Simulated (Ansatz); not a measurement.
in.yaml

```yaml
crystal:
  periodic: [false, false, false]
  atoms:
    - {symbol: C, position_ang: [0.000000, 0.000000, 0.157144]}
    - {symbol: Be, position_ang: [0.000000, 0.000000, -1.254286]}
    - {symbol: H, position_ang: [0.000000, 0.000000, 1.097141]}
basis:
  gaussian: {orbitals: "6-31G*"}
magnetization: {spin_polarized: true, initial_magnetization: 1}
correlation: {method: ccsd, electrons: outside_noble_gas, diis_vectors: 12}
```

```sh
$ ansatz run in.yaml --threads 1 --pin off --events-out ev --progress --plain --max-ram 2393MiB
```

Log:

```
316 factors; integrals over basis functions are off by at most 1.1e-3 eV
mean field evaluation 1: about -1435.4031 eV, gradient 1.9e1 eV
mean field evaluation 2: about -1435.4083 eV, gradient 1.9e1 eV
mean field evaluation 4: about -1438.0714 eV, gradient 2.2e0 eV
mean field evaluation 8: about -1438.2147 eV, gradient 2.4e-1 eV
mean field evaluation 16: about -1438.2329 eV, gradient 1.2e-1 eV
mean field evaluation 32: about -1438.3550 eV, gradient 1.0e0 eV
mean field evaluation 64: about -1438.2359 eV, gradient 1.6e-5 eV
mean field evaluation 96: about -1438.2359 eV, gradient 3.7e-4 eV
mean field evaluation 128: about -1438.2401 eV, gradient 3.5e-1 eV
mean field evaluation 160: about -1430.8877 eV, gradient 4.6e-2 eV
mean field evaluation 192: about -1430.4223 eV, gradient 1.5e0 eV
mean field evaluation 224: about -1438.0917 eV, gradient 3.1e0 eV
mean field evaluation 256: about -1437.9034 eV, gradient 3.7e-3 eV
mean field evaluation 288: about -1439.3309 eV, gradient 6.7e-4 eV
mean field evaluation 320: about -1437.9034 eV, gradient 9.2e-4 eV
mean field evaluation 352: about -1434.8133 eV, gradient 7.2e-1 eV
mean field evaluation 384: about -1433.7432 eV, gradient 1.6e-3 eV
mean field evaluation 416: about -1432.9329 eV, gradient 4.5e-2 eV
mean field evaluation 448: about -1430.8877 eV, gradient 5.4e-3 eV
mean field evaluation 480: about -1438.7936 eV, gradient 7.4e0 eV
mean field evaluation 512: about -1438.2359 eV, gradient 6.0e-3 eV
mean field evaluation 544: about -1439.3308 eV, gradient 8.3e-2 eV
mean field evaluation 576: about -1438.2359 eV, gradient 4.1e-4 eV
mean field evaluation 608: about -1438.2359 eV, gradient 9.8e-7 eV
mean field -1439.86569800 eV, -52.9140884254 hartree, gradient 1.8e-6 eV, S^2 1.760670; 13 other end points of the search recorded, 0 dependent functions left out
determinant -1439.86569800 eV, -52.9140884254 hartree, with singles and doubles -1442.99819788 eV, -53.0292056728 hartree
determinant -1439.33093150 eV, -52.8944361190 hartree, with singles and doubles -1442.67390065 eV, -53.0172879695 hartree
determinant -1438.23586245 eV, -52.8541930736 hartree, with singles and doubles -1442.45116465 eV, -53.0091025724 hartree
determinant -1437.90344761 eV, -52.8419770538 hartree, with singles and doubles -1441.59906853 eV, -52.9777886174 hartree
determinant -1439.86569800 eV, -52.9140884254 hartree, with singles and doubles -1443.01021195 eV, -53.0296471817 hartree
determinant -1439.33093150 eV, -52.8944361190 hartree, with singles and doubles -1442.70590041 eV, -53.0184639390 hartree
determinant -1438.23586245 eV, -52.8541930736 hartree, with singles and doubles -1442.45535748 eV, -53.0092566562 hartree
2 core orbitals not correlated: weight in the atoms' cores, before any rotation towards them, 1.000 or more for the frozen orbitals, at most 0.000 for the correlated occupied ones
reference -1439.86569800 eV, -52.9140884254 hartree; 4, 3 occupied and 26, 27 virtual orbitals, 316 factors
second order -2.59083010 eV of doubles, -0.00000000 eV of singles
cycle   1  -3.14451766 eV  change   -3.7e-6 eV  update   2.5e-6
WARN: the results are in doubt because among natural orbitals full CI differs from the method by +0.194 eV
Total energy: -1443.01021565 eV, -53.0296473178 hartree
In doubt: among natural orbitals full CI differs from the method by +0.194 eV
```

Ran on 1 thread of Arm Neoverse V2, shared host: 1.5 s wall, 0.08 GiB peak host memory.
